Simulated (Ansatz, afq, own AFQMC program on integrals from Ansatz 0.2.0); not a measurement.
Integrals from Ansatz 0.2.0, then the random walk in our own AFQMC program (afq).

```yaml
crystal:
  periodic: [false, false, false]
  atoms:
    - {symbol: F, position_ang: [0.000000, 0.000000, 0.000000]}
basis:
  gaussian: {orbitals: aug-cc-pVTZ}
magnetization: {spin_polarized: true, initial_magnetization: 1}
correlation: {method: ccsd_t, electrons: outside_noble_gas, hamiltonian_folder: ham}
```

```sh
$ ansatz run in.yaml --threads 1 --pin off --events-out ev --progress --plain --max-ram 24576MiB --backend cuda --devices 0, --max-vram 18GiB
```

afq runs on the folder ham with

```
--method phaseless --trial cisd --walkers 4000 --populations 20 --least-time 60 --time-step 0.005 --steps-per-block 50 --equilibration-blocks 28 --max-blocks 4000 --target-error 0.00016 --factor-cut 1e-05 --start spin_pure --seed 3352 --release-times 0.24,0.51,0.99,1.62,2.4 --release-step 0.03 --release-every 3 --taylor-order 6
```

Times are imaginary, in 1/Eh. The walk had a cap of 138 s. With eight or more populations the least sampling time is a fifth of least-time, and the error comes from their spread.

afq prints:

```
orbitals 45  electrons 4 3  factors 287 of 288
reference energy -99.40687935 Eh
CCSD correlation -0.21657263 Eh in 9 cycles, weight of the determinant in the CISD state 0.9626
energy of the start -99.623396 Eh
 block  time / (1/Eh)  mean weight  energy / Eh
     1     0.250  1.0002  -99.624980
     2     0.500  0.9999  -99.626474
     3     0.750  0.9997  -99.627699
     4     1.000  1.0002  -99.628088
     5     1.250  1.0002  -99.628018
     8     2.000  1.0000  -99.627923
    11     2.750  1.0001  -99.627956
    14     3.500  1.0004  -99.628130
    17     4.250  0.9999  -99.628200
    20     5.000  0.9998  -99.627965
    21     5.250  0.9996  -99.628519
    23     5.750  0.9997  -99.628294
    26     6.500  0.9998  -99.627644
    29     7.250  0.9995  -99.627389
    32     8.000  1.0000  -99.627788
    35     8.750  0.9999  -99.628112
    38     9.500  1.0003  -99.627682
    41    10.250  1.0002  -99.628174
    44    11.000  1.0004  -99.628042
    45    11.250  0.9997  -99.627086
    47    11.750  1.0002  -99.627603
    50    12.500  0.9995  -99.627891
    53    13.250  1.0001  -99.627610
    56    14.000  1.0000  -99.628010
    59    14.750  0.9999  -99.628029
    62    15.500  1.0001  -99.628307
    65    16.250  1.0004  -99.627730
    68    17.000  0.9993  -99.627624
    71    17.750  0.9999  -99.627935
    74    18.500  1.0000  -99.627776
    77    19.250  1.0002  -99.627880
    78    19.500  0.9995  -99.627888
error from the spread of 20 populations
released: time / (1/Eh)  energy / Eh  error  mean overlap
  0.24  -99.627964  0.000046  0.9958
  0.51  -99.628065  0.000045  0.9928
  0.99  -99.628096  0.000042  0.9843
  1.62  -99.628033  0.000069  0.9770
  2.40  -99.628108  0.000092  0.9563
energy -99.627834 +/- 0.000055 Eh
(rows thinned)
```

The run passed its tests (sampling time, drift between the halves within three errors, error under three times the target), which doesn't prove that it has relaxed.

Against this walk (error 1.5 meV) on the same determinant: CCSD(T) 0.2 meV higher (within the noise), CCSDT(Q) 8.0 meV lower. The error is statistical and leaves out the bias of the constraint. Released to 2.40 1/Eh the energy lies 7 ± 3 meV (both errors) below the phaseless value, which shows part or all of the bias of the constraint, and CCSDT(Q) lies 0.6 meV below the released value.

Cautions: constraint bias not in the error.

The walk took 75 s on 1 × NVIDIA H100 80GB HBM3 with 2 threads of AMD EPYC 7R13 Processor (Zen 3), with other jobs on the host (the card was shared). The log's last line is the phaseless energy.

CCSDT and higher add their correlation energy to the determinant of the CCSD(T) run, since their own runs factorise the integrals more tightly (a shift of under 2 meV). A walk keeps the symmetry of its determinant, which the program's search chose and which needn't be the lowest solution, so a lower state of the same spin and another symmetry isn't excluded.
